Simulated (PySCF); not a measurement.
Species: MnS (sextet state).
Atom-mapped SMILES: `[S:1]=[Mn:2]`

Structure used (PBE0-D3(BJ)/def2-SVP), in Å, numbered top down from 1:
```
atom  x, y, z in Å
S1     1.0513   -0.0836    0.0084
Mn2   -1.0016   -0.0042   -0.0306
```

Method: PySCF 2.14.0, PBE0-D3(BJ)/def2-SVP geometry optimisation, gas phase.

Take the most abundant isotopes and a rigid rotor. 

**Question.** What are the moment of inertia and the rotational constant?

**Answer.** I = 85.330 u·Å², B = 505379 MHz·u·Å²/I = 5923 MHz (0.1976 cm⁻¹, or 0.284 K as hB/k). For two atoms I = μr² with μ = 20.2103 u and r = 2.0548 Å.

**Question.** List the first levels of a rigid rotor in a Σ state.

**Answer.** E(J) = BJ(J+1): J = 1: 0.395, J = 2: 1.185, J = 3: 2.371, J = 4: 3.951, J = 5: 5.927, J = 6: 8.297 cm⁻¹. For this open shell read J as N, the rotation without spin; fine and hyperfine splittings come on top.

**Question.** Where do the first rotational lines fall?

**Answer.** The dipole is 6.31 D; J+1 ← J lies at 2B(J+1): 1 ← 0 at 11.85 GHz, 2 ← 1 at 23.69 GHz, 3 ← 2 at 35.54 GHz, 4 ← 3 at 47.38 GHz, 5 ← 4 at 59.23 GHz, 6 ← 5 at 71.07 GHz.

**Question.** Estimate the classical rotational partition function at 200 K, 298.15 K and 500 K.

**Answer.** Point group C∞v, symmetry number σ = 1; q = kT/(σhB), k/h = 20836.6 MHz/K: 704 at 200 K, 1050 at 298.15 K, 1760 at 500 K.

Whether it is a minimum is left open (no frequencies). ⟨S²⟩ = 8.876 (exact for a sextet: 8.75). Constants of a rigid frame at the computed geometry: no zero-point averaging, no centrifugal distortion.
